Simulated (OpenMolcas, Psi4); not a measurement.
**S2O (Disulfur monoxide): the vertical ionisation energy from total energies**

S2O has 3 atoms, charge 0, and is taken as a singlet. SMILES: `O=S=S`. The coordinates come from a PBE0-D4/def2-TZVP relaxation.

```xyz
3

O     0.4516    1.2040    0.4932
S     0.5291   -0.2055    0.1489
S    -0.9807   -0.9985   -0.6421
```

Both states at this one shape; open shells run unrestricted unless said. 1 Eh = 27.2114 eV.

```tsv
level	program	singlet S2O (Eh)	doublet S2O+ (Eh)	HOMO of the first (eV)
TPSS/def2-TZVP	OpenMolcas	-871.708047	-871.325758	-6.95
BHLYP/def2-TZVP	OpenMolcas	-871.589995	-871.206015	-9.25
wB97X-V/def2-TZVP	Psi4	-871.487011	-871.098792	-10.45
DSD-PBEP86/def2-TZVP (density fitting for correlation), 11 core orbitals frozen	Psi4	-870.935202	-870.536694	-10.04
```

Work out the vertical ionisation energy at each level.


1. TPSS/def2-TZVP: -871.325758 − (-871.708047) = 0.382289 Eh = 10.40 eV; −ε(HOMO) = 6.95 eV.
2. BHLYP/def2-TZVP: -871.206015 − (-871.589995) = 0.383980 Eh = 10.45 eV; −ε(HOMO) = 9.25 eV.
3. wB97X-V/def2-TZVP: -871.098792 − (-871.487011) = 0.388219 Eh = 10.56 eV; −ε(HOMO) = 10.45 eV.
4. DSD-PBEP86/def2-TZVP (density fitting for correlation): -870.536694 − (-870.935202) = 0.398508 Eh = 10.84 eV; −ε(HOMO) = 10.04 eV.

No measured value is set beside it here; the levels span 10.40 to 10.84 eV. In semi-local functionals −ε(HOMO) lies far under the ionisation energy, a result of self-interaction. The reference of the second state is spin-contaminated at DSD-PBEP86/def2-TZVP (density fitting for correlation) (⟨S²⟩ = 1.02).
